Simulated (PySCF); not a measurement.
H₄Si. Atoms are numbered in the order given.

```xyz
5

Si     0.0000     0.0000     0.0000
H      0.8546    -0.8546    -0.8546
H     -0.8546    -0.8546     0.8546
H     -0.8546     0.8546    -0.8546
H      0.8546     0.8546     0.8546
```
Charge 0, spin multiplicity 1.

Geometry optimised at B3LYP-D3(BJ)/def2-TZVPD. The isomer is the one that the SMILES or the coordinates give; other isomers of the formula were not compared.

These are PySCF with B3LYP/pcSseg-2 values and carry that method's errors.

GIAO shieldings, no solvent; atoms alike by connectivity are averaged. δ = σ(ref) − σ: ²⁹Si against TMS (σ = 325.2 ppm); ¹H against TMS (σ = 31.68 ppm), references at their B3LYP-D3(BJ)/def2-TZVP geometries, non-relativistic.

Computed chemical shifts:
| nucleus | atoms | count | δ (ppm) |
|---|---|---|---|
| ²⁹Si | Si1 | 1 | -111.1 |
| ¹H | H2, H3, H4, H5 | 4 | 3.62 |
